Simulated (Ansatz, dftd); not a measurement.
Species: SiCl₃, charge 0, doublet. SiCl3 (SMILES Cl[Si](Cl)Cl, doublet).
B3LYP-D3(BJ)/def2-TZVP minimum from Ansatz (a first-principles code):
```
Si
Cl 1 2.0584
Cl 1 2.0584 2 109.38
Cl 1 2.0584 2 109.38 3 -119.78
```
Charge 0, spin multiplicity 2.

Quantity: atomisation energy (electronic, to ground-state atoms), in kcal/mol. UHF or UKS for unpaired electrons; spin-orbit terms are left out. Correlated methods leave the cores frozen. Rows without X2C or -DK are non-relativistic. CBS(X,Y): correlation extrapolated as X^-3, Hartree-Fock from the larger set. A bracket is a step between two methods taken in the basis named. Functionals run without relativity, which enters their misses. Double hybrids freeze cores in their MP2 part. 'core' is core correlation in cc-pwCVTZ (1s frozen past Ne), 'X2C' scalar relativity in cc-pVTZ-DK, both at CCSD(T).

Compared with CCSD(T)/CBS(cc-pV(T+d)Z,cc-pV(Q+d)Z) + [CCSDT(Q) - CCSD(T)]/cc-pV(D+d)Z + core + X2C (Ansatz): 276.7 kcal/mol.

Costs are rough ratios of core time, to one figure, on one kind of shared machine, summed over the single points of the molecules; atoms, geometries and frequencies are left out. The first row took roughly 20 core seconds; short runs hold start-up time.

| level | program | cost relative to the first row |
|---|---|---|
| r2SCAN/def2-TZVPD | Ansatz | 1 |
| B2GP-PLYP-D4/def2-TZVPD | Ansatz + dftd4 | 1 |
| B2GP-PLYP/def2-TZVPD | Ansatz | 1 |
| CCSD(T)/cc-pV(D+d)Z | Ansatz | 1 |
| wB97M-V/def2-TZVPD | Ansatz | 2 |

Problem. Which is the cheapest listed level within 2 kcal/mol of that value?

Solution. wB97M-V/def2-TZVPD.
```json
[
 {"level": "r2SCAN/def2-TZVPD", "difference (kcal/mol)": "6.8"},
 {"level": "B2GP-PLYP-D4/def2-TZVPD", "difference (kcal/mol)": "-6.1"},
 {"level": "B2GP-PLYP/def2-TZVPD", "difference (kcal/mol)": "-7.8"},
 {"level": "CCSD(T)/cc-pV(D+d)Z", "difference (kcal/mol)": "-39.0"},
 {"level": "wB97M-V/def2-TZVPD", "difference (kcal/mol)": "0.8"}
]
```
